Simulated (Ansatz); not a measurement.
# C₂H₄FN: vertical ionisation energy

How much energy removes an electron from C₂H₄FN at fixed geometry? The cation is run at each level and the neutral's energy taken from earlier runs.

Method: unrestricted cation, the program's frozen cores in correlated methods; program: Ansatz 0.2.0, Gaussian basis.

The runs, in order: UKS PBE-D4/def2-TZVPP; UKS r2SCAN-D4/def2-TZVPP; UKS PBE0-D4/def2-TZVPP; UKS B3LYP-D4/def2-TZVPP; UKS wB97X-V/def2-TZVPP; UKS wB97M-V/def2-TZVPP; UKS B2PLYP/def2-TZVPP; UHF-CCSD(T)/def2-TZVPP; UHF-MP2/def2-QZVPP; extrapolation to the limit; then −ε(HOMO) from the neutral's earlier runs with LDA (SPW92), PBE-D4, revPBE-D4, BLYP-D4, r2SCAN-D4, B97M-V, PBE0-D4, B3LYP-D4, r2SCANh-D4, r2SCAN0-D4, HSE06-D4, BHLYP-D4, CAM-B3LYP-D4, LC-ωPBE, ωB97X-V, ωB97M-V.

## Step 1: The relaxed structure

The geometry comes from an earlier relaxation with PBE0-D4 in a triple-zeta def2 set; it is a stationary point, not always the lowest conformer.

8 atoms, charge 0, spin multiplicity 1.

Atoms are counted from 1 here; the program's logs count them from 0.

Bond lengths: N1–C2 1.384 Å, N1–H5 1.008 Å, N1–H6 1.007 Å, C2–C3 1.326 Å, C2–H7 1.083 Å, C3–F4 1.352 Å, C3–H8 1.079 Å. Angles: C2–N1–H5 114.3°, C2–N1–H6 114.9°, H5–N1–H6 112.1°, N1–C2–C3 125.6°, N1–C2–H7 116.5°, C3–C2–H7 117.7°, C2–C3–F4 120.4°, C2–C3–H8 125.7°, F4–C3–H8 113.9°.

## Step 2: Cation, UKS PBE-D4/def2-TZVPP

in.yaml reads:

```yaml
crystal:
  periodic: [false, false, false]
  atoms:
    - {symbol: N, position_ang: [-0.262324, 1.162403, -0.395541]}
    - {symbol: C, position_ang: [0.210684, 0.154494, 0.425811]}
    - {symbol: C, position_ang: [0.356269, -1.118217, 0.081926]}
    - {symbol: F, position_ang: [-0.041073, -1.547269, -1.136909]}
    - {symbol: H, position_ang: [-0.748987, 0.835581, -1.215983]}
    - {symbol: H, position_ang: [-0.766035, 1.893997, 0.078024]}
    - {symbol: H, position_ang: [0.548835, 0.451875, 1.410795]}
    - {symbol: H, position_ang: [0.794729, -1.889965, 0.696077]}
basis:
  gaussian: {orbitals: def2-TZVPP}
total_charge: 1
magnetization: {spin_polarized: true, initial_magnetization: 1}
hamiltonian: {xc: pbe, dispersion: d4}
```

Launch:

```bash
ansatz run in.yaml --threads 2 --pin off --events-out ev --progress --plain --max-ram 4352MiB
```

The runs that follow: Cation, UKS r2SCAN-D4/def2-TZVPP; Cation, UKS PBE0-D4/def2-TZVPP; Cation, UKS B3LYP-D4/def2-TZVPP; Cation, UKS wB97X-V/def2-TZVPP; Cation, UKS wB97M-V/def2-TZVPP; Cation, UKS B2PLYP (frozen core)/def2-TZVPP; Cation, UHF-CCSD(T)/def2-TZVPP; Cation, UHF-MP2/def2-QZVPP.

Before running them: what should the planned runs give, taken together? Wanted: ionisation energy, CCSD(T)/CBS; nearest functional by difference; nearest −ε(HOMO); −ε(HOMO) of PBE; T1 of the cation.

As calculated:

| quantity | value |
| --- | --- |
| ionisation energy, CCSD(T)/CBS | 8.76 eV |
| nearest functional by difference | B3LYP-D4 (-0.27 eV) |
| nearest −ε(HOMO) | LC-ωPBE (-0.04 eV) |
| −ε(HOMO) of PBE | 4.79 eV |
| T1 of the cation | 0.022 |

What this shows: Energy differences with functionals land within 0.46 eV of the reference. The PBE orbital energy is 4.0 eV too small: a semilocal HOMO is no ionisation energy. Among orbital estimates LC-ωPBE comes nearest. Hartree-Fock falls 1.28 eV short, as the neutral has more correlation energy than the cation.
